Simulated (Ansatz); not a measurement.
Correlation energies of C₂F₂OS (`O=C1SC1(F)F`) by basis set

Cartesian coordinates in Å:
```
O -1.5234 1.3312 -0.0013
C -0.7988 0.4053 -0.1059
S -0.7107 -1.2665 -0.6787
C 0.5233 -0.1824 0.0992
F 0.9476 -0.4946 1.3195
F 1.5621 0.2069 -0.6328
```

Total charge 0; spin multiplicity 1. The geometry is a stationary point of PBE0-D4/def2-TZVP. Frozen core, restricted reference, Ansatz 0.2.0. CBS rows extrapolate triple and quadruple zeta; past MP2 they add the triple-zeta difference.

| basis | HF (Eh) | MP2 corr. |
| --- | --- | --- |
| def2-SVP | -746.52373 | -0.93434 |
| def2-TZVPP | -747.09730 | -1.20237 |
| def2-QZVPP | -747.12326 | -1.30420 |

Estimate the CCSD correlation energy and the (T) correction in each basis where they were run (hartree).


| basis | CCSD corr. | (T) |
| --- | --- | --- |
| def2-SVP | -0.94877 | -0.03164 |
| def2-TZVPP | -1.20721 | -0.05473 |
| CBS(def2) | -1.38446 | as TZ |
